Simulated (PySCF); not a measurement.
PySCF job for CH, SMILES [CH] (connectivity only; charge and spin as stated), charge +1, multiplicity 1, PBE-D3(BJ)/def2-TZVPD. Geometry: PBE-D3(BJ)/def2-TZVPD.

```python
import numpy as np
from pyscf import gto, scf, dft, df
from pyscf.hessian import thermo

mol = gto.M(
    atom='''
    C     0.00000000    0.00000000   -0.16493494
    H     0.00000000    0.00000000    0.98960967
    ''',
    basis='def2-TZVPD',
    charge=1,
    spin=0,
    max_memory=1600,
    verbose=3,
)
mf = dft.RKS(mol, xc='pbe').density_fit(auxbasis='def2-universal-jkfit')
mf.disp = 'd3bj'
mf.grids.level = 3
mf.conv_tol = 1e-11
mf.max_cycle = 100
mf.kernel()

# [left out here: the lines that compute and print the analytic Hessian (its translational invariance restored by hand, since the grid's response is missing), thermochemistry and intensities]
```

Log of the run:

```
converged SCF energy = -38.0261360558316

WARN: DFTD3 does not support analytical Hessian, using finite difference


WARN: Mole.unit (angstrom) is changed to Bohr

Mode                                 0
Irrep
Freq [cm^-1]                     2679.4281
Reduced mass [au]                   1.0850
Force const [Dyne/A]                4.5893
Char temp [K]                    3855.1004
Normal mode                   x     y     z
       0   C                 0.00  0.00 -0.08
       1   H                 0.00  0.00  0.96
temperature 298.1500 [K]
pressure 101325.00 [Pa]
Rotational constants [GHz] inf 407.69341 407.69341
Symmetry number 1
Zero-point energy (ZPE) 0.00610 [Eh]   16026.539 [J/mol]
                           tot       elec      trans        rot        vib
Entropy [J/mol/K]       171.715      0.000    140.753     30.961      0.000
Cv [J/mol/K]             20.790      0.000     12.472      8.314      0.003
Cp [J/mol/K]             29.104      0.000     20.786      8.314      0.003
Internal energy [J/mol]                      3718.434   2478.956  16026.616
Internal energy [Eh]   -38.01767  -38.02614
Enthalpy [J/mol]                             6197.391   2478.956  16026.616
Enthalpy [Eh]          -38.01673
Gibbs free energy [J/mol]                  -35768.203  -6752.163  16026.533
Gibbs free energy [Eh] -38.03623
mode   freq/cm-1   IR/(km/mol)
   1     2679.43         0.069
max |gradient| / (hartree/bohr): 0.0001095272856767562
APT charges: [0.709 0.291]
```

The calculation finished and met its thresholds.

Cost: about 1.7 core-seconds (a rough figure).
